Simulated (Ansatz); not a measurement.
in.yaml

```yaml
crystal:
  periodic: [false, false, false]
  atoms:
    - {symbol: B, position_ang: [0.300000, 0.300000, 2.380524]}
    - {symbol: Al, position_ang: [0.000000, 0.000000, 2.080524]}
basis:
  gaussian: {orbitals: def2-SVP, fitting: {mean_field: def2-universal-jkfit}, point_charges: [{charge: -1.00, position_ang: [4.125, -0.808, -0.082]}]}
magnetization: {spin_polarized: true, initial_magnetization: 0}
hamiltonian: {xc: {name: r2SCAN}}
correlation: {method: ccsd, electrons: valence}
```

```sh
$ ansatz run in.yaml --threads 1 --pin off --events-out ev --progress --plain --max-ram 2393MiB
```

Question: One thing in this input was set wrong on purpose, beside settings that are merely unusual. What is the gravest fault, and what does the program do?

Answer: Atoms on top of each other. How the run ends: converged.
```
203 factors; integrals over basis functions are off by at most 4.9e-3 eV
mean field evaluation 1: about -7038.4868 eV, gradient 4.7e1 eV
mean field evaluation 2: about -7038.4859 eV, gradient 4.7e1 eV
mean field evaluation 4: about -7054.0630 eV, gradient 1.1e1 eV
mean field evaluation 8: about -7055.5623 eV, gradient 6.7e-2 eV
mean field evaluation 16: about -7055.5637 eV, gradient 4.0e-5 eV
mean field evaluation 32: about -7056.1429 eV, gradient 1.5e-3 eV
mean field evaluation 64: about -7056.1018 eV, gradient 1.4e0 eV
mean field evaluation 96: about -7042.8314 eV, gradient 1.1e1 eV
mean field -7056.14290360 eV, -259.3084688819 hartree, gradient 1.6e-6 eV, S^2 0.990355; 9 other end points of the search recorded, 0 dependent functions left out
6 core orbitals not correlated: weight in the atoms' cores, before any rotation towards them, 0.985 or more for the frozen orbitals, at most 0.010 for the correlated occupied ones
reference -7038.25628702 eV, -258.6511478466 hartree; 3, 3 occupied and 23, 23 virtual orbitals, 203 factors
second order -2.25210074 eV of doubles, -0.07937627 eV of singles
cycle   1  -2.74961665 eV  change   -4.2e-1 eV  update   5.0e-2
cycle   2  -2.90641896 eV  change   -1.6e-1 eV  update   2.2e-2
cycle   3  -2.92488103 eV  change   -1.8e-2 eV  update   1.1e-2
cycle   4  -2.93084383 eV  change   -6.0e-3 eV  update   6.9e-3
cycle   5  -2.93575549 eV  change   -4.9e-3 eV  update   5.3e-3
cycle   6  -2.94065346 eV  change   -4.9e-3 eV  update   3.9e-3
cycle   7  -2.94534392 eV  change   -4.7e-3 eV  update   2.6e-3
cycle   8  -2.94593236 eV  change   -5.9e-4 eV  update   1.2e-3
cycle   9  -2.94640872 eV  change   -4.8e-4 eV  update   5.5e-4
cycle  10  -2.94648848 eV  change   -8.0e-5 eV  update   3.3e-4
cycle  11  -2.94646784 eV  change    2.1e-5 eV  update   2.2e-4
cycle  12  -2.94644630 eV  change    2.2e-5 eV  update   1.7e-4
cycle  13  -2.94655359 eV  change   -1.1e-4 eV  update   1.4e-4
cycle  14  -2.94656305 eV  change   -9.5e-6 eV  update   1.1e-4
cycle  15  -2.94650252 eV  change    6.1e-5 eV  update   7.7e-5
cycle  16  -2.94649508 eV  change    7.4e-6 eV  update   4.0e-5
cycle  17  -2.94651634 eV  change   -2.1e-5 eV  update   2.0e-5
cycle  18  -2.94652365 eV  change   -7.3e-6 eV  update   1.0e-5
cycle  19  -2.94652535 eV  change   -1.7e-6 eV  update   7.9e-6
cycle  20  -2.94653042 eV  change   -5.1e-6 eV  update   6.9e-6
cycle  21  -2.94653781 eV  change   -7.4e-6 eV  update   5.3e-6
cycle  22  -2.94654246 eV  change   -4.7e-6 eV  update   3.7e-6
WARN: the results are in doubt because among natural orbitals full CI differs from the method by +0.354 eV
Total energy: -7041.20282948 eV, -258.7594312846 hartree
In doubt: among natural orbitals full CI differs from the method by +0.354 eV
```
